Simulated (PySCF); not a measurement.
Homolysis of single bonds, series B Cl-I. Isolated molecules, 0 K electronic values unless said otherwise. Strings in code marks are SMILES.

The numbers are results of PySCF with PBE0-D3(BJ)/def2-TZVP, not measurements. 

```csv
species,dipole moment (D)
radical fragment (`[Cl]`),0.00
radical fragment (`[I]`),0.00
whole molecule (`B(Cl)(I)I`),…
radical fragment (`I[B]I`),0.61
```

**Question.** Complete the blanks.

**Answer.** 
- whole molecule (`B(Cl)(I)I`), dipole moment (D): 0.10
